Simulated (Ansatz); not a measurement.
Species: CH2Cl2, SMILES `ClCCl` (charge 0, multiplicity 1).

Problem. Give a relaxed geometry from PBE0-D3(BJ)/def2-TZVP (Ansatz, a quantum-chemistry and plane-wave program).

Solution. the end point of this relaxation (outside a Z-matrix the atoms follow the SMILES, hydrogens last).
Cartesian coordinates (Å) in one orientation:
```xyz
5

Cl     1.482     0.802    -0.057
C     -0.002    -0.145     0.010
Cl    -1.455     0.851    -0.062
H     -0.013    -0.690     0.949
H     -0.012    -0.819    -0.841
```
